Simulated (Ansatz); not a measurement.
System: lithium fluoride, LiF, charge 0, multiplicity 1. SMILES: [Li][F]
Geometry: optimised at B3LYP-D3(BJ)/def2-TZVP (Ansatz, an electronic-structure program).

Computed values are from Ansatz. Correlated levels leave the core frozen unless marked. Open shells are spin-unrestricted. Spin-orbit coupling is left out. Non-relativistic. CBS marks a two-point X^-3 extrapolation of the correlation energy; Hartree-Fock from the larger set.

Problem. What is the atomisation energy De at CCSD(T)/CBS(def2-TZVPPD,def2-QZVPPD)?

Solution. 137.4 kcal/mol.

Problem. What is the dipole moment at CCSD(T)/def2-SVPD?

Solution. 6.38 D.

Problem. What is the total energy at CCSD(T)/CBS(def2-TZVPPD,def2-QZVPPD)?

Solution. -107.3184 Eh.

Problem. What is the T1 diagnostic at CCSD/def2-QZVPPD?

Solution. 0.014.
